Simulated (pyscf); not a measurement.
Optimised with ωB97X-D3(BJ)/def2-SVP in PySCF. Correlated levels are frozen-core, on RHF or UHF. ΔMP2 is the change of the MP2 total energy from the triple- to the quadruple-zeta basis.

SMILES: CC=[SiH2]
```xyz
9

C      0.1845    -0.6152    -0.3976
C     -0.8995     0.1584     0.3063
Si    -0.7074     1.2926     1.5686
H      0.1894    -0.4017    -1.4808
H      1.1867    -0.3769    -0.0074
H      0.0347    -1.7035    -0.2883
H     -1.9245    -0.0347    -0.0370
H      0.6196     1.6502     2.1303
H     -1.8612     1.9925     2.1829
```

Task: How much does it cost (ΔH, 298 K, CCSD(T)/def2-TZVPP + ΔMP2(QZVPP)) to split H₃C–CH=SiH₂ at its C–H bond into [H₂C–CH=SiH₂]• + H•?

Result: C–H to [H₂C–CH=SiH₂]• + H•: 71.0 kcal/mol. The radicals are drawn with the spin at the cut bond; how far it spreads was not checked. H₃C–CH=SiH₂ lies 19.0 kcal/mol over its isomer H₂C=CH–SiH₃, and others may lie lower still (electronic energy, ωB97M-D3(BJ)). Other isomers of [H₂C–CH=SiH₂]• were not searched in full and may lie lower. The CCSD(T) − MP2 part came from Ansatz, without density fitting, on the same reference. A UHF reference is spin-contaminated (<S²> up to 0.91), which harms MP2 most.
